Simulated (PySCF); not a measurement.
Species: C₃H₄N₂.
Geometry (PBE0-D3(BJ)/def2-SVP, Å), atoms numbered from 1 in this order:
```
atom  x, y, z in Å
C1    -1.4192    0.3140   -0.2607
N2    -0.1183    0.5117    0.3009
C3     0.7777   -0.3480    0.0563
C4     2.1077   -0.2035    0.5929
N5     3.1880   -0.1268    1.0034
H6    -1.6787    1.1906   -0.8760
H7    -2.1592    0.2868    0.5554
H8    -1.5194   -0.6028   -0.8733
H9     0.6142   -1.2481   -0.5687
```

Theory: core-valence-separated Tamm–Dancoff BHandHLYP/aug-pcX-1 (pcseg-1 on H) in PySCF, non-relativistic, gas phase, PBE0-D3(BJ)/def2-SVP geometry. No empirical shift is added; at this level the pattern usually sits a few eV under experiment.

The lowest roots of each edge with f over 0.003 (five at most, numbered afresh; weaker and dark ones are left out), with transition dipoles (au) in the frame of the coordinates:

```tsv
root	edge	E (eV)	μx	μy	μz
1	C	283.31	0.0152	0.0288	-0.0455
2	C	283.34	-0.0273	-0.0517	0.0816
3	C	283.92	0.0258	-0.0818	-0.0431
4	C	286.37	0.0419	0.0142	0.0230
5	C	287.06	-0.0087	0.0571	0.0332
6	N	395.60	0.0222	0.0420	-0.0663
7	N	396.55	-0.0209	-0.0395	0.0624
8	N	397.37	0.0202	-0.0694	-0.0372
9	N	402.17	0.0220	0.0105	0.0141
10	N	402.33	0.0072	0.0137	-0.0216
```

Q: What are the oscillator strengths?

A: f = (2/3) ΔE |μ|², with ΔE in hartree (27.2114 eV):

| root | ΔE (Eh) | \|μ\|² (au) | f | core hole on |
| --- | --- | --- | --- | --- |
| 1 | 10.4113 | 0.003131 | 0.022 | C3 |
| 2 | 10.4125 | 0.010077 | 0.070 | C4 |
| 3 | 10.4338 | 0.009214 | 0.064 | C4 |
| 4 | 10.5238 | 0.002486 | 0.017 | C1 |
| 5 | 10.5491 | 0.004438 | 0.031 | C1 |
| 6 | 14.5381 | 0.006653 | 0.064 | N2 |
| 7 | 14.5728 | 0.005891 | 0.057 | N5 |
| 8 | 14.6032 | 0.006608 | 0.064 | N5 |
| 9 | 14.7795 | 0.000793 | 0.008 | N2 |
| 10 | 14.7853 | 0.000706 | 0.007 | N5 |

Q: Molecules are fixed in this frame and the field points along (1, 1, 0)/√2. What effective strengths 3 f cos²θ do the roots have (θ between field and μ)?

A: root 1 (C3): 0.020, root 2 (C4): 0.065, root 3 (C4): 0.033, root 4 (C1): 0.033, root 5 (C1): 0.025, root 6 (N2): 0.060, root 7 (N5): 0.053, root 8 (N5): 0.035, root 9 (N2): 0.016, root 10 (N5): 0.006. Averaged over all orientations cos²θ is 1/3, which gives f back.

Time: 9.5 s of wall time. Hardware: one thread, Arm Neoverse V1, no GPU, on a shared host.
